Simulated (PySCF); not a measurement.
ClH, SMILES Cl.

Geometry: PBE0-D3(BJ)/def2-TZVPD.

Two levels are set side by side: TDDFT-PBE/def2-TZVPD (PySCF) and TDDFT-M06-2X/def2-TZVPD (PySCF). Vertical, same geometry. The lowest singlet is HOMO−1→LUMO 99 % with PBE and HOMO−1→LUMO 83 % with the other functional; states are paired by order. Differences are taken from unrounded values.

| quantity | TDDFT-M06-2X |
|---|---|
| lowest singlet excitation (eV) | 7.61 |
| lowest triplet excitation (TDA) (eV) | 7.13 |
| first bright state (f over 0.05) (eV) | 9.86 |
| its oscillator strength | 0.13 |

Q: What does TDDFT-PBE give, and how far is it from TDDFT-M06-2X? (An estimate is asked for; the answer gives what the named calculation found.)

A: 
```
quantity                               TDDFT-PBE  TDDFT-PBE minus TDDFT-M06-2X
-------------------------------------  ---------  ----------------------------
lowest singlet excitation (eV)              7.28                         -0.33
lowest triplet excitation (TDA) (eV)        6.72                         -0.40
first bright state (f over 0.05) (eV)       9.50                         -0.36
its oscillator strength                     0.13                          0.00
```

A lower first singlet is the usual sign of a functional without exact exchange. Differences between two approximate levels are no errors against the true value.

Rough cost on one machine, each run with all the roots and properties that it gave: TDDFT-M06-2X against TDDFT-PBE about 9 times.
